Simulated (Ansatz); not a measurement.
# Cu, pressure series

The reference is Cu in the fcc (Cu type) structure (space group Fm-3m, No. 225; a = 3.579 Å).

Cell and atoms are relaxed at each pressure.

Level of theory: Ansatz (a first-principles code), r2SCAN, PAW, cutoff 500 eV, no spin-orbit coupling, earlier PAW set.

```tsv
pressure (GPa)	volume per atom (Å³/atom)
-2	11.607
-1	11.532
0	11.461
0.9	11.400
2.1	11.319
4.5	11.170
9	?
15	10.622
30	10.040
```

**Question.** Fit the third-order Birch–Murnaghan form P(V) = (3B₀/2)[(V₀/V)^(7/3) − (V₀/V)^(5/3)]·[1 + (3/4)(B₀′ − 4)((V₀/V)^(2/3) − 1)] (squares taken in P) to the rows shown and predict the withheld row.

**Answer.** Least squares on the printed values gives V₀ = 11.461 Å³/atom, B₀ = 164 GPa, B₀′ = 4.9; this predicts 10.916 Å³/atom, and the run gives 10.917 Å³/atom, in agreement.

Measured bulk modulus of Cu: 144.3 GPa (static lattice; corrected from measurement; as listed in Daniel Mejia-Rodriguez, S. B. Trickey, Phys. Rev. B (2018)); the computed value is 13 % above it.

Load acts through the strain it causes; cell and atoms are relaxed under it. Stability against distortions was not tested. Competing high-pressure phases were not computed. The final runs are not spin-polarised.
